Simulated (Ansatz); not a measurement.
Reaction (substitution at a C–C bond): `CC(F)(S)S` + HCl → `CCl` + `FC(S)S`

Computed with Ansatz on PBE0-D4/def2-TZVP structures; ΔE is electronic, products minus reactants. CCSD(T)/CBS is the MP2 limit (def2-TZVPP, def2-QZVPP) plus CCSD(T) − MP2 in def2-TZVPP, frozen cores. This one scheme is used for every species. DFT in def2-TZVPP. B3LYP here is the variant with VWN-RPA as its local correlation; programs differ in this. Each species was taken in one conformer, which may not be the lowest.

`CC(F)(S)S`:

```xyz
10

C    -0.810   -0.512    0.362
C     0.561    0.076    0.144
F     1.263   -0.033    1.326
S     1.576   -0.859   -1.056
S     0.538    1.796   -0.409
H    -1.393   -0.477   -0.557
H    -1.334    0.053    1.136
H    -0.709   -1.549    0.686
H     0.722   -0.707   -2.079
H    -0.414    2.212    0.448
```

HCl:

```xyz
2

Cl   -0.472   -0.281   -0.327
H     0.472    0.281    0.327
```

`CCl`:

Z-matrix (Å, degrees):
```
C
Cl 1 1.773
H 1 1.088 2 108.6
H 1 1.087 2 108.7 3 -120.0
H 1 1.088 2 108.7 3 120.0
```

`FC(S)S`:

```xyz
7

F     0.170   -1.128    1.289
C    -0.123   -0.289    0.247
S     0.924    1.168    0.241
S     0.164   -1.257   -1.262
H    -1.172   -0.006    0.337
H     0.289    1.802    1.245
H    -0.251   -0.290   -2.096
```

```json
{"level": "PBE-D4", "ΔE (kJ/mol)": "40.5", "difference from CCSD(T)/CBS": "-6.8"}
{"level": "PBE0-D4", "ΔE (kJ/mol)": "42.3", "difference from CCSD(T)/CBS": "-5.0"}
{"level": "B3LYP-D4", "ΔE (kJ/mol)": "39.7", "difference from CCSD(T)/CBS": "-7.6"}
{"level": "ωB97M-V", "ΔE (kJ/mol)": "44.9", "difference from CCSD(T)/CBS": "-2.4"}
{"level": "MP2/def2-TZVPP", "ΔE (kJ/mol)": "52.3", "difference from CCSD(T)/CBS": "5.0"}
{"level": "CCSD(T)/def2-TZVPP", "ΔE (kJ/mol)": "48.8", "difference from CCSD(T)/CBS": "1.5"}
{"level": "HF/def2-QZVPP", "ΔE (kJ/mol)": "29.2", "difference from CCSD(T)/CBS": "-18.1"}
{"level": "HF/CBS(def2)", "ΔE (kJ/mol)": "29.1", "difference from CCSD(T)/CBS": "-18.2"}
{"level": "MP2/CBS(def2)", "ΔE (kJ/mol)": "50.8", "difference from CCSD(T)/CBS": "3.5"}
{"level": "CCSD/CBS(def2)", "ΔE (kJ/mol)": "45.0", "difference from CCSD(T)/CBS": "-2.3"}
{"level": "CCSD(T)/CBS", "ΔE (kJ/mol)": "47.3", "difference from CCSD(T)/CBS": "0"}
```

Largest T1 diagnostic among the species: 0.012.

The D4 term adds +8.5 kJ/mol with B3LYP and +4.7 kJ/mol with PBE0; it sums over pairs of atoms, weighted by their polarisabilities, and B3LYP, whose exchange is more repulsive, gets the larger term. In def2-TZVPP, CCSD(T) changes the Hartree–Fock value by +19.2 kJ/mol (the triples alone add +2.3 kJ/mol) and MP2 by +22.6 kJ/mol.
